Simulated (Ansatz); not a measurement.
**Cohesive energy of some III–V compounds**

Method: PBE0 (PAW; Ansatz, an electronic-structure program). References are measured values corrected to a static lattice.

Values in eV/atom.

```json
[
 {"solid": "zinc-blende GaP", "reference": "3.61", "PBE0": "3.51", "error (eV/atom)": "-0.10"},
 {"solid": "wurtzite AlN", "reference": "5.85", "PBE0": "5.67", "error (eV/atom)": "-0.18"},
 {"solid": "zinc-blende GaAs", "reference": "3.34", "PBE0": "3.16", "error (eV/atom)": "-0.18"},
 {"solid": "zinc-blende GaSb", "reference": "3.03", "PBE0": "2.82", "error (eV/atom)": "-0.21"},
 {"solid": "cubic BN", "reference": "6.76", "PBE0": "6.84", "error (eV/atom)": "+0.08"},
 {"solid": "zinc-blende BP", "reference": "5.14", "PBE0": "5.26", "error (eV/atom)": "+0.12"}
]
```

Over these 6 solids the mean error is -0.08 eV/atom, the mean absolute error 0.14 eV/atom (median 0.15 eV/atom), and the worst case zinc-blende GaSb at -0.21 eV/atom; the value is too low in 4 of 6 cases.

All these references are brought to a static lattice.

Spin–orbit coupling is left out, also for the solids with elements from indium on (zinc-blende GaSb); its size isn't shown.

Differences are worked out from the printed values.

Free atoms are spin-polarised, in the lowest state found; at levels without +SOC their spin–orbit coupling is left out. Each level is taken at its own relaxed cell. Ansatz's density-functional and Hartree–Fock values are scalar-relativistic unless marked +SOC, with PAW data made under PBE.

Not in this set, of the III–V compounds with a reference value in our tables and a result at some level: 2 for sources at odds; 2 for the spin–orbit terms of free Br, In, Sn, Te, I and atoms past barium, a cut that leaves lighter open-shell atoms' terms in the errors; 1 for another kind of cell or another program; 1 for a reference at room or unstated temperature. These can be a level's best or worst cases. At least 1 more with a reference value is held back for tests. Solids without a released value at any level aren't counted. Layered and molecular crystals are counted apart.

References as tabulated in Mejia-Rodriguez and Trickey (2018), arXiv:1807.09216; Paulus et al. (1996), arXiv:cond-mat/9605064. Worked out here from the CRC Handbook's enthalpies at 298 K, with a Debye model for the thermal and zero-point parts: AlN.
